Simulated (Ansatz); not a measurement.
**Worked example: correlation energy of C₃H₄, singlet**

Geometry: MP2(full)/6-31G*, from the G2/97 set.

```xyz
7

C     0.0000    0.0000    0.1552
C     0.0000    0.0000    1.3734
C     0.0000    0.0000   -1.3062
H     0.0000    0.0000    2.4391
H     0.0000    1.0211   -1.6959
H     0.8843   -0.5106   -1.6959
H    -0.8843   -0.5106   -1.6959
```

Basis 6-31G; Ansatz 0.2.0. Correlated methods freeze the noble-gas cores, which leaves 16 electrons in 32 orbitals. R marks a restricted (for open shells ROHF) determinant.

Full CI isn't at hand for all of this; RCCSDTQ serves as the reference, and is uncertain by about the last step of the cluster series.

Runs differ by some tens of microhartree through their thresholds, so steps under 0.03 kcal/mol mean nothing.

```csv
level,total energy (hartree)
RHF,-115.822051
RMP2,-116.093614
RCCSD,-116.119434
RCCSD(T),-116.128145
RCCSDT,-116.128429
RCCSDT(Q),-116.129564
RCCSDTQ,-116.129456
```

**Question.** What is the correlation energy at RCCSDTQ, and what share of it do RMP2 and RCCSDT recover?

**Answer.** E(corr) = -116.129456 − (-115.822051) = -0.307405 hartree = -8.365 eV. RMP2: -0.271563 / -0.307405 = 88.34 %. RCCSDT: -0.306378 / -0.307405 = 99.67 %.

**Question.** By how many kcal/mol does RCCSD(T) miss RCCSDTQ (1 hartree = 627.509 kcal/mol), and which steps make up the rest?

**Answer.** -116.128145 − (-116.129456) = 0.001311 hartree = 0.82 kcal/mol. Steps: RCCSDT − RCCSD(T) = -0.18, RCCSDT(Q) − RCCSDT = -0.71, RCCSDTQ − RCCSDT(Q) = 0.07 kcal/mol. Differences between like states or geometries often cancel part of this.
